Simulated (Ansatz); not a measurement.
A calculation on hcp Ti returned lattice constant a 2.936 Å, lattice parameter c 4.638 Å.

For reference: lattice constant a 2.950 Å (measured, 293 K, not corrected to a static lattice; as tabulated in Wikipedia's data pages); lattice parameter c 4.683 Å (measured, 293 K, no zero-point or thermal correction; as tabulated in Wikipedia's data pages).

### Question
Which level of theory produced these numbers?
A. PBEsol (Ansatz, an electronic-structure program)
B. PBE0 (Ansatz)
C. PBE-D3(BJ) (Ansatz)
D. r²SCAN (Ansatz)

### Answer
D, r²SCAN (Ansatz)

The others give: PBEsol 2.901 Å, 4.590 Å; PBE-D3(BJ) 2.887 Å, 4.577 Å; PBE0 2.921 Å, 4.649 Å.

Unless a cell is named, each level is at its own relaxed cell (PBE-D3(BJ) 16.52, PBE0 17.17, PBEsol 16.73, r²SCAN 17.31 Å³/atom).

Ansatz's density-functional and Hartree–Fock values are scalar-relativistic unless marked +SOC, with PAW data made under PBE.
